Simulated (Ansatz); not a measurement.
The same path of CH5B + FH (9 atoms, charge 0, multiplicity 1) was run twice with different band settings. Lost on the way: B1–C2, F8–H9. Made: B1–F8, C2–H9.

Computed with Ansatz 0.2.0, RKS PBE0-D4/def2-SVP.

Relaxed end points:

```xyz
9
Properties=species:S:1:pos:R:3
B 0.008 0.015 0.286
C 0.033 0.207 1.851
H -0.904 -0.044 2.376
H 0.888 -0.259 2.368
H 0.163 1.297 1.994
H 1.054 0.016 -0.323
H -1.011 0.256 -0.322
F -0.235 -2.022 0.307
H -0.352 -2.082 1.225
```

```xyz
9
Properties=species:S:1:pos:R:3
B -0.060 -0.445 -0.731
C -0.019 -0.130 2.537
H -0.930 0.072 3.115
H 0.845 -0.176 3.212
H 0.134 0.680 1.810
H 1.067 -0.012 -0.794
H -1.057 0.238 -0.760
F -0.212 -1.752 -0.647
H -0.124 -1.092 2.018
```

Common settings: spring 5.0 eV/Å²; optimiser quadratic models (default); start path through a guess of the saddle point; force threshold 0.05 eV/Å; iteration limit 60; end points relaxed.

| run | movable images | climbing image |
| --- | --- | --- |
| 1 | 7 | yes |
| 2 | 2 | no |

(1) What does each run give, and how far can it be trusted?

Answers

(1) Run 1: converged after 20 iterations, highest image 0.490 eV above the first end. A vibrational analysis at the climbing image gives one clearly imaginary mode, 1090i cm⁻¹: a first-order saddle point.
Run 2: converged after 19 iterations, highest image 0.046 eV above the first end. Neighbouring images differ by up to 1.5 eV, so the band resolves the path poorly. No image climbed, so the highest image needn't sit at the top of the path. A band with more images between the same ends climbed to 0.49 eV, so this one has probably stepped over the top. So few images can step over the top or miss a turn of the path.
The orbitals stay closed-shell, which can raise the energy where a bond breaks towards radicals; this wasn't checked here.
